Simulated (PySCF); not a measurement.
Structure with atom numbers: `[N:1]#[C:2][C:3]#[P:4]`.

One computed conformer, in vacuum, non-relativistic Hamiltonian. Structure optimised with PBE0-D3(BJ)/def2-SVP; shieldings: GIAO KT2/pcSseg-2; PySCF 2.14.0 with density-fitted response routines.

References, each an isolated molecule treated in the same way: $^{13}$C (σ = 182.28 ppm) against TMS; $^{15}$N (σ = 260.12 ppm) vs NH3; $^{31}$P (σ = 313.10 ppm) vs H3PO4.

| atoms | nucleus | count | δ (ppm) |
| --- | --- | --- | --- |
| C2 | $^{13}$C | 1 | 106.2 |
| C3 | $^{13}$C | 1 | ? |
| P4 | $^{31}$P | 1 | ? |
| N1 | $^{15}$N | 1 | 266.8 |

Fill in the missing shifts.

Results:


- C3: 126.6 ppm, carbon bonded to C, P
- P4: -88.5 ppm, phosphorus bonded to C

Shifts are as computed. Against solution values, carbons near 30 ppm lie about +3 ppm off and those near 130 ppm about -1 ppm. Of 1211 compounds with measured shifts, 218 miss one by over three times the rms of a fit or turn the order of signals round; such compounds aren't used in these exercises. Experimental scales use liquid or dissolved standards, which lie at an offset from isolated NH3 (liquid NH3: subtract about 20 ppm) and H3PO4. Unscaled 15N shifts of sp2 nitrogen come out 20 to 40 ppm too high even then.
